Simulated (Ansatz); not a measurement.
The first iterations of a band of AlClFH$_{3}$ (6 atoms, charge 0, multiplicity 1).

Method: RKS r2SCAN/def2-SVP in Ansatz 0.2.0.

```yaml
movable_images: 7
climbing_image: yes
spring: 5.0 eV/Å²
optimiser: quadratic models (default)
start_path: through a guess of the saddle point
force_threshold: 0.05 eV/Å
iteration_limit: 10
end_points: relaxed
```

First end point:

```xyz
6
Properties=species:S:1:pos:R:3
Al 0.006 -0.017 0.025
F 0.010 0.225 1.723
H 1.410 0.152 -0.678
H -1.413 0.070 -0.661
Cl 0.084 -2.474 0.921
H 0.063 -1.555 1.870
```

Last end point:

```xyz
6
Properties=species:S:1:pos:R:3
Al 0.016 -0.383 -0.112
F 0.018 -0.031 1.867
H 1.406 0.177 -0.603
H -1.410 0.095 -0.586
Cl 0.081 -2.467 0.614
H 0.048 -0.993 2.021
```

| iteration | highest image above the first end (eV) | largest band force component (eV/Å) |
| --- | --- | --- |
| 1 | 0.679 | 2.094 |
| 2 | 0.099 | 1.187 |

Problem. Does the band converge within its limit, and where does its top end?

Solution. It converged. It ended after 5 iterations with the highest image 0.032 eV above the first end. Another band between the same ends (7 images) ends at a top of the same energy, where a vibrational analysis finds 1 clearly imaginary mode. The orbitals stay closed-shell, which can raise the energy where a bond breaks towards radicals; this wasn't checked here.

Run time: 2.2 min on 1 thread of Arm Neoverse V1, with other jobs on the host, peak memory 0.12 GiB.
